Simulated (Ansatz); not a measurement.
A nudged elastic band was laid between two geometries of C2H3ClS (7 atoms, charge 0, multiplicity 1).

Theory: Ansatz, RKS BLYP-D4/6-31G.

```yaml
movable_images: 7
climbing_image: yes
spring: 5.0 eV/Å²
optimiser: quadratic models (default)
start_path: IDPP
force_threshold: 0.05 eV/Å
iteration_limit: 60
end_points: relaxed
```

Image 0:

```xyz
7
Properties=species:S:1:pos:R:3
S -1.267 -1.267 1.430
C -0.710 0.010 0.477
C 0.623 0.026 -0.192
Cl 0.340 0.286 -2.094
H -1.333 0.901 0.328
H 1.174 -0.915 -0.096
H 1.235 0.891 0.101
```

Image 8:

```xyz
7
Properties=species:S:1:pos:R:3
S -0.996 0.363 2.024
C -0.732 -0.121 0.429
C 0.603 -0.094 -0.236
Cl 0.456 0.989 -1.839
H -1.565 -0.495 -0.180
H 0.908 -1.081 -0.615
H 1.386 0.371 0.371
```

(1) Which bonds break or form, and what moves?

(2) Give the energies along the band, and the barrier.

(3) What is the geometry of the highest image?

(4) What are the harmonic wavenumbers there?

Answers

(1) No bond is made or broken. The dihedral H5–C2–C3–H6 goes from -175 to -57°. The two ends are copies of one structure, up to a mirror image or an exchange of like atoms.

(2) The forces met the threshold. The highest image is number 4 of 0 to 8, 0.058 eV above the ends, which have the same energy within 2 meV. A vibrational analysis at the climbing image gives one clearly imaginary mode, 85i cm⁻¹: a first-order saddle point. Limits of this set-up: no polarisation functions.

| image | path coordinate (Å) | energy (eV) | dihedral H5–C2–C3–H6 (°) |
| --- | --- | --- | --- |
| 0 | 0.00 | 0.000 | -175 |
| 1 | 0.34 | 0.008 | -163 |
| 2 | 0.69 | 0.029 | -149 |
| 3 | 1.03 | 0.049 | -134 |
| 4 | 1.37 | 0.058 | -119 |
| 5 | 1.72 | 0.050 | -102 |
| 6 | 2.06 | 0.029 | -86 |
| 7 | 2.41 | 0.009 | -71 |
| 8 | 2.75 | 0.000 | -57 |

(3) 
```xyz
7
Properties=species:S:1:pos:R:3:forces:R:3
S -0.946 -0.655 1.996 0.00 0.00 0.00
C -0.750 -0.037 0.440 0.00 0.00 0.01
C 0.584 -0.028 -0.251 0.00 0.00 -0.01
Cl 0.466 0.731 -2.009 0.00 0.00 0.01
H -1.602 0.379 -0.113 0.00 0.00 0.00
H 0.985 -1.042 -0.394 0.00 0.00 0.00
H 1.324 0.584 0.284 0.00 0.00 0.00
```

(4) 85i, 222, 315, 634, 647, 921, 926, 1093, 1130, 1229, 1329, 1435, 3031, 3083, 3092 cm⁻¹.

The run took 100 s on 1 thread of Arm Neoverse V1, on a shared host, peak memory 0.099 GiB.
